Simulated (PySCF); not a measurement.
Species: cyclopentadienone, C5H4O.
SMILES with atom numbers: `[O:1]=[C:2]1[CH:3]=[CH:4][CH:5]=[CH:6]1` (hydrogens: H7 on C3; H8 on C4; H9 on C5; H10 on C6)

Method: core-valence-separated Tamm–Dancoff BHandHLYP/aug-pcX-1 (pcseg-1 on H) in PySCF, non-relativistic, gas phase, PBE0-D3(BJ)/def2-SVP geometry.

Computed oxygen K-edge spectrum, Gaussian lines of 0.4 eV full width, highest printed point 100; it ends one width below the last computed root. BHandHLYP without relativity tends to put these K edges a few eV too low, so spacings mean more than positions.

(photon energy (eV), absorption): (527.2, 6), (527.4, 50), (527.6, 100), (527.8, 50), (528.0, 6), (528.2, 0), (528.4, 0), (528.6, 0), (528.8, 0), (529.0, 0), (529.2, 0), (529.4, 0), (529.6, 0), (529.8, 0), (530.0, 0), (530.2, 0), (530.4, 0), (530.6, 0), (530.8, 0), (531.0, 0), (531.2, 0), (531.4, 0), (531.6, 0), (531.8, 0), (532.0, 0), (532.2, 0), (532.4, 0), (532.6, 0), (532.8, 0), (533.0, 0), (533.2, 0), (533.4, 0), (533.6, 0), (533.8, 0), (534.0, 0), (534.2, 1), (534.4, 1), (534.6, 4), (534.8, 10), (535.0, 10), (535.2, 4)

Problem. Assign the maxima to core holes.

Solution. 2 maxima:
- 527.6 eV: O1 (ketone oxygen), 527.60 eV, f = 0.049, 1s→π*, 100 % of the height at the exact maximum
- 534.9 eV: O1 (ketone oxygen), 534.82 eV, f = 0.003, 54 % of the height at the exact maximum; O1 (ketone oxygen), 535.00 eV, f = 0.003, sum of 2, 46 % of the height at the exact maximum

Roots within 0.03 eV on the same or equivalent atoms count as one line; shares under 12 % aren't listed.

Vibrational structure and lifetime widths aren't in the curve. The ionisation threshold wasn't computed; near and above it a finite basis only mimics Rydberg series and continuum.
